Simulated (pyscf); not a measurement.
**Addition across a multiple bond or ene-type step: HN=Si: [singlet] + ammonia (NH₃) -> H₂N–Si:–NH₂ [singlet]**

Gas phase, singlet surface, charge 0. Bonds broken: N4–H5. Bonds formed: N1–H5, Si2–N4. Structures and frequencies: ωB97X-D3(BJ)/def2-SVP in PySCF. MP2 and CC: frozen core, UHF for open shells. ΔMP2 is the change of the MP2 total energy from the triple- to the quadruple-zeta basis.

Transition state (Å):

```xyz
7

N     -0.6397    -1.1142     0.5327
Si     0.0499     0.3618     0.8765
H     -0.6336    -1.9941     1.0403
N     -0.8224     0.7600    -0.8386
H     -1.0642    -0.4431    -0.5716
H     -1.6013     1.4214    -0.8401
H     -0.2283     0.9670    -1.6439
```

One imaginary mode, 1549i cm⁻¹; descent along it reached the two sides named, in the forms told below.

```csv
bond,change,reactant side (Å),saddle,product side
N4–H5,breaks,1.029,1.256,2.8
N1–H5,forms,2.161,1.360,1.016
Si2–N4,forms,2.122,1.965,1.729
```

Electronic energies relative to the separated reactants (kcal/mol):

| level | barrier | reaction energy | reverse barrier |
|---|---|---|---|
| ωB97X-D3(BJ)/def2-TZVP | 4.5 | -43.4 | 47.9 |
| PBE/def2-TZVP | 1.3 | -37.9 | 39.1 |
| r²SCAN/def2-TZVP | 2.6 | -40.6 | 43.3 |
| B3LYP-D3(BJ)/def2-TZVP | 5.9 | -39.3 | 45.2 |
| PBE0-D3(BJ)/def2-TZVP | 1.2 | -42.7 | 44.0 |
| M06-2X/def2-TZVP | 4.6 | -41.8 | 46.5 |
| ωB97M-D3(BJ)/def2-TZVP | 6.6 | -39.7 | 46.3 |
| HF/def2-TZVP | 19.3 | -41.3 | 60.6 |
| MP2/def2-QZVPP | 7.5 | -36.8 | 44.2 |
| CCSD/def2-TZVPP | 10.5 | -38.0 | 48.5 |
| CCSD(T)/def2-TZVPP | 8.9 | -36.4 | 45.3 |
| CCSD(T)/def2-TZVPP + ΔMP2(QZVPP) | 8.6 | -37.1 | 45.7 |

With CCSD(T)/def2-TZVPP + ΔMP2(QZVPP) energies and thermal terms (ideal gas, 1 atm, RRHO with modes under 100 cm⁻¹ raised to 100, one conformer, R ln 2 for rigid chiral ones), in kcal/mol:

```
T (K)  ΔH‡   ΔG‡     ΔH     ΔG
-----  ---  ----  -----  -----
298    6.9  16.7  -35.9  -26.4
600    6.7  26.8  -35.4  -16.9
900    7.1  36.8  -34.5   -7.8
1200   7.6  46.6  -33.6   +1.0
```

On the reactant side the descent ends in an adduct with a N–Si contact, 5.8 kcal/mol under the separated species and 10.3 kcal/mol under the saddle at ωB97X-D3(BJ)/def2-TZVP. What is counted as formed (N–Si) is already present as a longer contact in the reactant adduct; forming that adduct is a step of its own. This is the saddle that the search found; another between the same sides may lie lower. The CCSD(T) − MP2 part came from Ansatz, without density fitting, on the same reference.
